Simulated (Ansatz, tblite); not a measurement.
# SiH2Me(vinyl) (C3H8Si): rung by rung

How do method and basis change the picture of SiH2Me(vinyl) (C3H8Si) (singlet)?

The runs use Ansatz 0.2.0, Gaussian basis; as each input shows.

The runs, in order: GFN1-xTB, GFN2-xTB, PBE-D4/def2-TZVP, r2SCAN-D4/def2-TZVP, CAM-B3LYP-D4/def2-TZVP, r2SCAN0-D4/def2-TZVP, BHLYP-D4/def2-TZVP, PBE-D4/def2-SVP, PBE0-D4/def2-SVP, CCSD(T)/def2-TZVP, RPA/def2-TZVP.

2 further runs of the same task are left out: 2 set aside as unsound or not needed.

**1. The relaxed structure**

The geometry is that of the singlet, from an earlier relaxation (r2SCAN-D4/def2-SVP).

12 atoms, charge 0, spin multiplicity 1.

Bond lengths: C1–Si4 1.882 Å, C1–H7 1.102 Å, C1–H8 1.101 Å, C1–H9 1.102 Å, C2–C3 1.342 Å, C2–Si4 1.873 Å, C2–H10 1.101 Å, C3–H11 1.098 Å, C3–H12 1.098 Å, Si4–H5 1.497 Å, Si4–H6 1.499 Å. Angles: Si4–C1–H7 111.1°, Si4–C1–H8 110.8°, Si4–C1–H9 110.9°, H7–C1–H8 108.1°, H7–C1–H9 107.8°, H8–C1–H9 108.0°, C3–C2–Si4 124.2°, C3–C2–H10 117.5°, Si4–C2–H10 118.3°, C2–C3–H11 121.7°, C2–C3–H12 122.3°, H11–C3–H12 116.0°, C1–Si4–C2 111.4°, C1–Si4–H5 110.5°, C1–Si4–H6 108.8°, C2–Si4–H5 108.1°, C2–Si4–H6 109.6°, H5–Si4–H6 108.4°.

PBE0-D4/def2-TZVP was run before; its log isn't repeated, and its numbers join the tables.

**2. GFN1-xTB**

Tight binding, by tblite at 300 K electronic temperature and without a spin-polarisation term:

```python
tblite.interface.Calculator('GFN1-xTB', numbers, positions, charge=0, uhf=0).singlepoint()
```

Energy -339.3827 eV, HOMO -11.87 eV, LUMO -7.40 eV; 0.005 s.

**3. GFN2-xTB**

Tight binding, by tblite at 300 K electronic temperature and without a spin-polarisation term:

```python
tblite.interface.Calculator('GFN2-xTB', numbers, positions, charge=0, uhf=0).singlepoint()
```

Energy -331.2740 eV, HOMO -10.71 eV, LUMO -6.25 eV; 0.004 s.

**4. PBE-D4/def2-TZVP**

start.molden holds the orbitals of an earlier run on this state, given as this run's starting guess.

Input file in.yaml:

```yaml
crystal:
  periodic: [false, false, false]
  atoms:
    - {symbol: C, position_ang: [0.045953, 1.908539, -0.409838]}
    - {symbol: C, position_ang: [-0.143848, -1.187137, -0.364415]}
    - {symbol: C, position_ang: [-0.823620, -2.059652, 0.396400]}
    - {symbol: Si, position_ang: [0.750660, 0.316371, 0.303386]}
    - {symbol: H, position_ang: [0.623830, 0.309202, 1.794726]}
    - {symbol: H, position_ang: [2.205173, 0.232150, -0.047481]}
    - {symbol: H, position_ang: [0.593810, 2.787554, -0.034237]}
    - {symbol: H, position_ang: [-1.014847, 2.023829, -0.137006]}
    - {symbol: H, position_ang: [0.116573, 1.912649, -1.509369]}
    - {symbol: H, position_ang: [-0.121704, -1.368760, -1.449815]}
    - {symbol: H, position_ang: [-0.887317, -1.947405, 1.486463]}
    - {symbol: H, position_ang: [-1.344654, -2.927339, -0.028814]}
basis:
  gaussian: {orbitals: def2-TZVP, initial_orbitals: start.molden}
hamiltonian: {xc: pbe, dispersion: d4}
scf: {omitted_lower_state_checks: [starts]}
output: {forces: true, orbitals: {seedname: orbitals}}
```

Launch:

```sh
ansatz run in.yaml --threads 2 --pin off --events-out ev --progress --plain --max-ram 4352MiB
```

What it wrote:

```text
Functional definition: PBE
  name "PBE"
  cite "Perdew, Burke & Ernzerhof, Phys. Rev. Lett. 77, 3865 (1996) doi:10.1103/PhysRevLett.77.3865"
  parent pbe
  parameter kappa = 0.804
  parameter beta = 0.06672455060314922
  exchange = pbe_x(kappa = kappa, mu = beta*pi^2/3)
  correlation = pbe_c(beta = beta)
these checks for a lower state are left out or cut short: starts
1144 factors; their error is unknown
mean field evaluation 1: about -11111.2699 eV, gradient 9.1e0 eV
mean field evaluation 2: about -11111.3547 eV, gradient 9.5e-2 eV
mean field evaluation 4: about -11111.3200 eV, gradient 3.2e-4 eV
mean field -11111.32003318 eV, -408.3334796960 hartree, gradient 1.2e-5 eV, S^2 0.000000; 0 other end points of the search recorded, 0 dependent functions left out
the calculation of the forces begins
reference -11111.32007872 eV, -408.3334813698 hartree; 20, 20 occupied and 158, 158 virtual orbitals, 1144 factors
Total energy: -11111.53909232 eV, -408.3415299711 hartree
Atom 0 at     0.045953     1.908539    -0.409838 Å, force    -0.050133     0.095615    -0.040827 eV/Å
Atom 1 at    -0.143848    -1.187137    -0.364415 Å, force    -0.045922    -0.076844    -0.020870 eV/Å
Atom 2 at    -0.823620    -2.059652     0.396400 Å, force     0.004437     0.001745     0.014296 eV/Å
Atom 3 at     0.750660     0.316371     0.303386 Å, force    -0.033430    -0.038633    -0.029420 eV/Å
Atom 4 at     0.623830     0.309202     1.794726 Å, force    -0.006225    -0.008546     0.037703 eV/Å
Atom 5 at     2.205173     0.232150    -0.047481 Å, force     0.029084    -0.008342    -0.008336 eV/Å
Atom 6 at     0.593810     2.787554    -0.034237 Å, force    -0.023734    -0.062477    -0.014272 eV/Å
Atom 7 at    -1.014847     2.023829    -0.137006 Å, force     0.060403    -0.012529    -0.016730 eV/Å
Atom 8 at     0.116573     1.912649    -1.509369 Å, force    -0.001925    -0.006711     0.061025 eV/Å
Atom 9 at    -0.121704    -1.368760    -1.449815 Å, force     0.002611     0.026611     0.086783 eV/Å
Atom 10 at    -0.887317    -1.947405     1.486463 Å, force     0.007020    -0.004030    -0.117945 eV/Å
Atom 11 at    -1.344654    -2.927339    -0.028814 Å, force     0.057812     0.094140     0.048595 eV/Å
Dipole moment:    -0.125665     0.029649    -0.097413 e Å
Checks for a lower state left out: starts
```

Run time: 2.7 s. Hardware: 2 threads of Arm Neoverse V1, shared host.

Report: HOMO -6.69 eV, LUMO -1.44 eV.

**5. r2SCAN-D4/def2-TZVP**

in.yaml, as its differences from that of step 4:

```diff
@@ -17,4 +17,4 @@
   gaussian: {orbitals: def2-TZVP, initial_orbitals: start.molden}
-hamiltonian: {xc: pbe, dispersion: d4}
+hamiltonian: {xc: r2scan, dispersion: d4}
 scf: {omitted_lower_state_checks: [starts]}
-output: {forces: true, orbitals: {seedname: orbitals}}
+output: {orbitals: {seedname: orbitals}}
```

Same command.

What it wrote:

```text
Functional definition: r2SCAN
  name "r2SCAN"
  cite "Furness, Kaplan, Ning, Perdew & Sun, J. Phys. Chem. Lett. 11, 8208 (2020) doi:10.1021/acs.jpclett.0c02405"
  cite "Furness, Kaplan, Ning, Perdew & Sun, J. Phys. Chem. Lett. 11, 9248 (2020) doi:10.1021/acs.jpclett.0c03077"
  parent r2scan
  parameter k0 = 0.174
  parameter k1 = 0.065
  parameter a1 = 4.9479
  exchange = r2scan_x(k0 = k0, k1 = k1, a1 = a1)
  correlation = r2scan_c
these checks for a lower state are left out or cut short: starts
1144 factors; their error is unknown
mean field evaluation 1: about -11117.3206 eV, gradient 5.5e0 eV
mean field evaluation 2: about -11117.3522 eV, gradient 3.8e-2 eV
mean field evaluation 4: about -11117.3219 eV, gradient 2.4e-4 eV
mean field -11117.32194289 eV, -408.5540458099 hartree, gradient 1.8e-5 eV, S^2 0.000000; 0 other end points of the search recorded, 0 dependent functions left out
reference -11117.32195630 eV, -408.5540463026 hartree; 20, 20 occupied and 158, 158 virtual orbitals, 1144 factors
Total energy: -11117.37723134 eV, -408.5560776228 hartree
Checks for a lower state left out: starts
```

Run time: 4 s. Hardware: 2 threads of Arm Neoverse V1, shared host.

From the report: HOMO -6.90 eV, LUMO -1.22 eV.

**6. CAM-B3LYP-D4/def2-TZVP**

in.yaml, as its differences from that of step 5:

```diff
@@ -17,3 +17,3 @@
   gaussian: {orbitals: def2-TZVP, initial_orbitals: start.molden}
-hamiltonian: {xc: r2scan, dispersion: d4}
+hamiltonian: {xc: {name: CAM-B3LYP}, dispersion: d4}
 scf: {omitted_lower_state_checks: [starts]}
```

Same command.

What it wrote:

```text
Functional definition: CAM-B3LYP
  name "CAM-B3LYP"
  cite "Yanai, Tew & Handy, Chem. Phys. Lett. 393, 51 (2004) doi:10.1016/j.cplett.2004.06.011"
  cite "Iikura, Tsuneda, Yanai & Hirao, J. Chem. Phys. 115, 3540 (2001) doi:10.1063/1.1383587"
  cite "Becke, Phys. Rev. A 38, 3098 (1988) doi:10.1103/PhysRevA.38.3098"
  cite "Lee, Yang & Parr, Phys. Rev. B 37, 785 (1988) doi:10.1103/PhysRevB.37.785"
  cite "Vosko, Wilk & Nusair, Can. J. Phys. 58, 1200 (1980) doi:10.1139/p80-159"
  parameter alpha = 0.19
  parameter beta = 0.46
  parameter omega = 0.33/bohr
  parameter ac = 0.81
  # Exact exchange under (alpha + beta erf(omega r))/r, Becke's under what is left of 1/r.
  exchange = (1 - alpha - beta)*b88_x + beta*b88_x_sr(omega) + alpha*exact_x + beta*exact_x_lr(omega)
  correlation = (1 - ac)*vwn5_c + ac*lyp_c
these checks for a lower state are left out or cut short: starts
1153 factors; their error is unknown
348 factors; integrals over basis functions are off by at most 1.8e-5 eV
mean field evaluation 1: about -11118.2907 eV, gradient 6.5e0 eV
mean field evaluation 2: about -11118.3696 eV, gradient 7.0e-2 eV
mean field evaluation 4: about -11118.3772 eV, gradient 2.1e-4 eV
mean field -11118.37720025 eV, -408.5928258026 hartree, gradient 1.6e-5 eV, S^2 0.000000; 0 other end points of the search recorded, 0 dependent functions left out
reference -11118.37734169 eV, -408.5928310003 hartree; 20, 20 occupied and 158, 158 virtual orbitals, 1153 factors
Total energy: -11118.56374343 eV, -408.5996811377 hartree
Checks for a lower state left out: starts
```

Wall time 3 s (2 threads of Arm Neoverse V1, shared host).

From the report: HOMO -9.12 eV, LUMO 0.71 eV.

**7. r2SCAN0-D4/def2-TZVP**

in.yaml, as its differences from that of step 6:

```diff
@@ -17,3 +17,3 @@
   gaussian: {orbitals: def2-TZVP, initial_orbitals: start.molden}
-hamiltonian: {xc: {name: CAM-B3LYP}, dispersion: d4}
+hamiltonian: {xc: {name: r2SCAN0}, dispersion: d4}
 scf: {omitted_lower_state_checks: [starts]}
```

Launched as before.

What it wrote:

```text
Functional definition: r2SCAN0
  name "r2SCAN0"
  cite "Bursch, Neugebauer, Ehlert & Grimme, J. Chem. Phys. 156, 134105 (2022) doi:10.1063/5.0086040"
  cite "Furness, Kaplan, Ning, Perdew & Sun, J. Phys. Chem. Lett. 11, 8208 (2020) doi:10.1021/acs.jpclett.0c02405"
  cite "Furness, Kaplan, Ning, Perdew & Sun, J. Phys. Chem. Lett. 11, 9248 (2020) doi:10.1021/acs.jpclett.0c03077"
  parent r2scan
  parameter a = 0.25
  parameter k0 = 0.174
  parameter k1 = 0.065
  parameter a1 = 4.9479
  exchange = (1 - a)*r2scan_x(k0 = k0, k1 = k1, a1 = a1) + a*exact_x
  correlation = r2scan_c
these checks for a lower state are left out or cut short: starts
1160 factors; their error is unknown
mean field evaluation 1: about -11116.8835 eV, gradient 5.8e0 eV
mean field evaluation 2: about -11116.9151 eV, gradient 3.1e-2 eV
mean field evaluation 4: about -11116.9413 eV, gradient 1.8e-4 eV
mean field -11116.94132020 eV, -408.5400581838 hartree, gradient 2.4e-5 eV, S^2 0.000000; 0 other end points of the search recorded, 0 dependent functions left out
reference -11116.94133086 eV, -408.5400585756 hartree; 20, 20 occupied and 158, 158 virtual orbitals, 1160 factors
Total energy: -11117.00561824 eV, -408.5424210934 hartree
Checks for a lower state left out: starts
```

Run time: 4.5 s. Hardware: 2 threads of Arm Neoverse V1, shared host.

From the report: HOMO -7.95 eV, LUMO -0.31 eV.

**8. BHLYP-D4/def2-TZVP**

in.yaml, as its differences from that of step 7:

```diff
@@ -17,3 +17,3 @@
   gaussian: {orbitals: def2-TZVP, initial_orbitals: start.molden}
-hamiltonian: {xc: {name: r2SCAN0}, dispersion: d4}
+hamiltonian: {xc: {name: BHLYP}, dispersion: d4}
 scf: {omitted_lower_state_checks: [starts]}
```

Same command.

What it wrote:

```text
Functional definition: BHLYP
  name "BHLYP"
  cite "Becke, J. Chem. Phys. 98, 1372 (1993) doi:10.1063/1.464304"
  cite "Becke, Phys. Rev. A 38, 3098 (1988) doi:10.1103/PhysRevA.38.3098"
  cite "Lee, Yang & Parr, Phys. Rev. B 37, 785 (1988) doi:10.1103/PhysRevB.37.785"
  parameter a = 0.5
  exchange = (1 - a)*b88_x + a*exact_x
  correlation = lyp_c
these checks for a lower state are left out or cut short: starts
1293 factors; their error is unknown
mean field evaluation 1: about -11117.9424 eV, gradient 7.6e0 eV
mean field evaluation 2: about -11118.0276 eV, gradient 1.0e-1 eV
mean field evaluation 4: about -11118.1064 eV, gradient 2.4e-4 eV
mean field -11118.10637347 eV, -408.5828731018 hartree, gradient 2.2e-5 eV, S^2 0.000000; 0 other end points of the search recorded, 0 dependent functions left out
reference -11118.10656756 eV, -408.5828802345 hartree; 20, 20 occupied and 158, 158 virtual orbitals, 1293 factors
Total energy: -11118.36782507 eV, -408.5924812708 hartree
Checks for a lower state left out: starts
```

Wall time 2.6 s (2 threads of Arm Neoverse V1, shared host).

Report: HOMO -8.75 eV, LUMO 0.66 eV.

**9. PBE-D4/def2-SVP**

in.yaml, as its differences from that of step 8:

```diff
@@ -16,4 +16,4 @@
 basis:
-  gaussian: {orbitals: def2-TZVP, initial_orbitals: start.molden}
-hamiltonian: {xc: {name: BHLYP}, dispersion: d4}
+  gaussian: {orbitals: def2-SVP, initial_orbitals: start.molden}
+hamiltonian: {xc: pbe, dispersion: d4}
 scf: {omitted_lower_state_checks: [starts]}
```

Launched as before.

What it wrote:

```text
Functional definition: PBE
  name "PBE"
  cite "Perdew, Burke & Ernzerhof, Phys. Rev. Lett. 77, 3865 (1996) doi:10.1103/PhysRevLett.77.3865"
  parent pbe
  parameter kappa = 0.804
  parameter beta = 0.06672455060314922
  exchange = pbe_x(kappa = kappa, mu = beta*pi^2/3)
  correlation = pbe_c(beta = beta)
these checks for a lower state are left out or cut short: starts
1134 factors; their error is unknown
mean field evaluation 1: about -11104.8596 eV, gradient 6.8e0 eV
mean field evaluation 2: about -11105.0001 eV, gradient 1.1e-1 eV
mean field evaluation 4: about -11104.9335 eV, gradient 1.8e-4 eV
mean field -11104.93354469 eV, -408.0987805729 hartree, gradient 2.7e-5 eV, S^2 0.000000; 0 other end points of the search recorded, 0 dependent functions left out
reference -11104.93358120 eV, -408.0987819149 hartree; 20, 20 occupied and 80, 80 virtual orbitals, 1134 factors
Total energy: -11105.15259480 eV, -408.1068305162 hartree
Checks for a lower state left out: starts
```

Run time: 1.2 s. Hardware: 2 threads of Arm Neoverse V1, shared host.

Report: HOMO -6.59 eV, LUMO -1.23 eV.

**10. PBE0-D4/def2-SVP**

in.yaml, as its differences from that of step 9:

```diff
@@ -17,3 +17,3 @@
   gaussian: {orbitals: def2-SVP, initial_orbitals: start.molden}
-hamiltonian: {xc: pbe, dispersion: d4}
+hamiltonian: {xc: pbe0, dispersion: d4}
 scf: {omitted_lower_state_checks: [starts]}
```

Launched as before.

What it wrote:

```text
Functional definition: PBE0
  name "PBE0"
  cite "Adamo & Barone, J. Chem. Phys. 110, 6158 (1999) doi:10.1063/1.478522"
  cite "Perdew, Burke & Ernzerhof, Phys. Rev. Lett. 77, 3865 (1996) doi:10.1103/PhysRevLett.77.3865"
  parent pbe
  parameter a = 0.25
  parameter kappa = 0.804
  parameter beta = 0.06672455060314922
  exchange = (1 - a)*pbe_x(kappa = kappa, mu = beta*pi^2/3) + a*exact_x
  correlation = pbe_c(beta = beta)
these checks for a lower state are left out or cut short: starts
1134 factors; their error is unknown
mean field evaluation 1: about -11106.3385 eV, gradient 4.7e0 eV
mean field evaluation 2: about -11106.4048 eV, gradient 5.2e-2 eV
mean field evaluation 4: about -11106.4411 eV, gradient 1.1e-4 eV
mean field -11106.44111538 eV, -408.1541827741 hartree, gradient 9.3e-6 eV, S^2 0.000000; 0 other end points of the search recorded, 0 dependent functions left out
reference -11106.44114420 eV, -408.1541838331 hartree; 20, 20 occupied and 80, 80 virtual orbitals, 1134 factors
Total energy: -11106.62582988 eV, -408.1609709067 hartree
Checks for a lower state left out: starts
```

It took 1.4 s on 2 threads of Arm Neoverse V1, shared host.

Report: HOMO -7.75 eV, LUMO -0.23 eV.

**11. CCSD(T)/def2-TZVP**

in.yaml, as its differences from that of step 10:

```diff
@@ -16,4 +16,4 @@
 basis:
-  gaussian: {orbitals: def2-SVP, initial_orbitals: start.molden}
-hamiltonian: {xc: pbe0, dispersion: d4}
+  gaussian: {orbitals: def2-TZVP, initial_orbitals: start.molden}
+correlation: {method: ccsd_t}
 scf: {omitted_lower_state_checks: [starts]}
```

The command is unchanged.

What it wrote:

```text
Functional definition: HF
  name "HF"
  cite "Fock, Z. Phys. 61, 126 (1930) doi:10.1007/BF01340294"
  parent pbe
  exchange = exact_x
  correlation = 0
these checks for a lower state are left out or cut short: starts
1205 factors; integrals over basis functions are off by at most 1.3e-3 eV
mean field evaluation 1: about -11080.6038 eV, gradient 2.5e1 eV
mean field evaluation 2: about -11081.2323 eV, gradient 6.7e-1 eV
mean field evaluation 4: about -11081.4129 eV, gradient 4.7e-3 eV
mean field evaluation 8: about -11081.4129 eV, gradient 1.1e-6 eV
mean field -11081.41293655 eV, -407.2344141667 hartree, gradient 1.4e-6 eV, S^2 0.000000; 0 other end points of the search recorded, 0 dependent functions left out
8 core orbitals not correlated: weight in the atoms' cores, before any rotation towards them, 1.000 or more for the frozen orbitals, at most 0.000 for the correlated occupied ones
reference -11081.41293655 eV, -407.2344141667 hartree; 12, 12 occupied and 158, 158 virtual orbitals, 1205 factors
second order -16.58267470 eV of doubles, -0.00000000 eV of singles
cycle   1  -17.50351153 eV  change   -9.2e-1 eV  update   9.1e-2
cycle   2  -18.01330882 eV  change   -5.1e-1 eV  update   2.8e-2
cycle   3  -18.08845297 eV  change   -7.5e-2 eV  update   1.1e-2
cycle   4  -18.08717167 eV  change    1.3e-3 eV  update   3.4e-3
cycle   5  -18.08734915 eV  change   -1.8e-4 eV  update   1.1e-3
cycle   6  -18.08726617 eV  change    8.3e-5 eV  update   3.2e-4
cycle   7  -18.08728056 eV  change   -1.4e-5 eV  update   1.0e-4
cycle   8  -18.08731680 eV  change   -3.6e-5 eV  update   3.3e-5
cycle   9  -18.08731160 eV  change    5.2e-6 eV  update   1.2e-5
perturbative correction -0.73662436 eV, -0.0270704461 hartree
Total energy: -11100.23687252 eV, -407.9261810542 hartree
Checks for a lower state left out: starts
```

Run time: 42 s. Hardware: 2 threads of Arm Neoverse V1, shared host; peak memory 1.8 GiB.

Report: Hartree-Fock HOMO -10.18 eV, LUMO 3.16 eV; T1 0.011.

**12. RPA/def2-TZVP**

in.yaml, as its differences from that of step 11:

```diff
@@ -17,4 +17,4 @@
   gaussian: {orbitals: def2-TZVP, initial_orbitals: start.molden}
-correlation: {method: ccsd_t}
+hamiltonian: {xc: pbe}
+correlation: {method: rpa}
 scf: {omitted_lower_state_checks: [starts]}
-output: {orbitals: {seedname: orbitals}}
```

The command is unchanged.

What it wrote:

```text
Functional definition: PBE
  name "PBE"
  cite "Perdew, Burke & Ernzerhof, Phys. Rev. Lett. 77, 3865 (1996) doi:10.1103/PhysRevLett.77.3865"
  parent pbe
  parameter kappa = 0.804
  parameter beta = 0.06672455060314922
  exchange = pbe_x(kappa = kappa, mu = beta*pi^2/3)
  correlation = pbe_c(beta = beta)
these checks for a lower state are left out or cut short: starts
1205 factors; integrals over basis functions are off by at most 1.3e-3 eV
mean field evaluation 1: about -11111.2458 eV, gradient 9.1e0 eV
mean field evaluation 2: about -11111.3311 eV, gradient 9.5e-2 eV
mean field evaluation 4: about -11111.3200 eV, gradient 1.1e-4 eV
mean field evaluation 8: about -11111.3200 eV, gradient 1.3e-6 eV
mean field -11111.31995178 eV, -408.3334767049 hartree, gradient 1.2e-6 eV, S^2 0.000000; 0 other end points of the search recorded, 0 dependent functions left out
8 core orbitals not correlated: weight in the atoms' cores, before any rotation towards them, 1.000 or more for the frozen orbitals, at most 0.000 for the correlated occupied ones
reference -11080.22399401 eV, -407.1907213344 hartree; 12, 12 occupied and 158, 158 virtual orbitals, 1205 factors
Total energy: -11109.21647920 eV, -408.2561755132 hartree
Checks for a lower state left out: starts
```

Run time: 4.6 s. Hardware: 2 threads of Arm Neoverse V1, shared host.

**13. Levels side by side**

| level | functions | HOMO (eV) | LUMO (eV) | gap (eV) | time |
| --- | --- | --- | --- | --- | --- |
| PBE-D4/def2-SVP | 100 | -6.59 | -1.23 | 5.35 | 1.2 s |
| PBE-D4/def2-TZVP | 178 | -6.69 | -1.44 | 5.25 | 2.7 s |
| r2SCAN-D4/def2-TZVP | 178 | -6.90 | -1.22 | 5.68 | 4 s |
| PBE0-D4/def2-SVP | 100 | -7.75 | -0.23 | 7.52 | 1.4 s |
| PBE0-D4/def2-TZVP | 178 | -7.80 | -0.43 | 7.37 | 2.9 s |
| r2SCAN0-D4/def2-TZVP | 178 | -7.95 | -0.31 | 7.64 | 4.5 s |
| BHLYP-D4/def2-TZVP | 178 | -8.75 | 0.66 | 9.40 | 2.6 s |
| CAM-B3LYP-D4/def2-TZVP | 178 | -9.12 | 0.71 | 9.83 | 3 s |

Energy pieces by basis (eV):

| basis | HF | MP2 correlation | CCSD correlation | (T) | total |
| --- | --- | --- | --- | --- | --- |
| def2-TZVP | -11081.4129 | -16.5827 | -18.0873 | -0.7366 | -11100.2369 |

**14. Binding energy**

Free atoms were run apart at each level; binding is atoms less cluster, divided by the number of atoms, without zero-point or spin-orbit terms.

Differences are taken before rounding.

| method | binding an atom (eV) | from CCSD(T)/def2-TZVP (eV) | time |
| --- | --- | --- | --- |
| HF/def2-TZVP | 2.965 | -0.794 |  |
| PBE-D4/def2-SVP | 3.945 | +0.186 | 1.2 s |
| PBE-D4/def2-TZVP | 3.932 | +0.172 | 2.7 s |
| r2SCAN-D4/def2-TZVP | 3.893 | +0.133 | 4 s |
| PBE0-D4/def2-SVP | 3.911 | +0.152 | 1.4 s |
| PBE0-D4/def2-TZVP | 3.894 | +0.134 | 2.9 s |
| r2SCAN0-D4/def2-TZVP | 3.859 | +0.099 | 4.5 s |
| BHLYP-D4/def2-TZVP | 3.819 | +0.059 | 2.6 s |
| CAM-B3LYP-D4/def2-TZVP | 3.903 | +0.144 | 3 s |
| MP2/def2-TZVP | 3.773 | +0.014 |  |
| CCSD/def2-TZVP | 3.717 | -0.042 |  |
| CCSD(T)/def2-TZVP | 3.759 | 0 | 42 s |

Among the levels timed on like hardware and quicker than the yardstick, those that no quicker one beats, quickest first: PBE-D4/def2-SVP (1.2 s, +0.186 eV); PBE0-D4/def2-SVP (1.4 s, +0.152 eV); BHLYP-D4/def2-TZVP (2.6 s, +0.059 eV).

**15. What came out**

| quantity | value |
| --- | --- |
| gap in def2-TZVP, named functionals, smallest and largest | 5.25 eV (PBE-D4), 9.83 eV (CAM-B3LYP-D4) |
| correlation energy, CCSD(T)/def2-TZVP | -18.82 eV |
| binding an atom, CCSD(T)/def2-TZVP | 3.759 eV |
| PBE0 total energy, smallest basis above largest | 6.26 eV (def2-SVP, def2-TZVP) |

What this shows: Orbital gaps of the named functionals in def2-TZVP span 5.25 eV (PBE-D4) to 9.83 eV (CAM-B3LYP-D4); exact exchange widens it. The functionals in def2-TZVP miss CCSD(T)/def2-TZVP by +0.059 (BHLYP-D4) to +0.172 eV (PBE-D4) an atom. The reference is CCSD(T) in one finite basis, so it carries an error of its own, often a tenth of an eV or more, and near misses can't be ranked.

BHLYP-D4/def2-TZVP reaches 0.059 eV from the reference in 2.6 s, where CCSD(T)/def2-TZVP took 42 s; the quickest level in the cost chart, PBE-D4/def2-SVP, takes 1.2 s and misses by 0.186 eV. The slowest run with a step of its own, CCSD(T)/def2-TZVP, took 42 s; the quickest functional in def2-TZVP took 2.6 s (shared host).
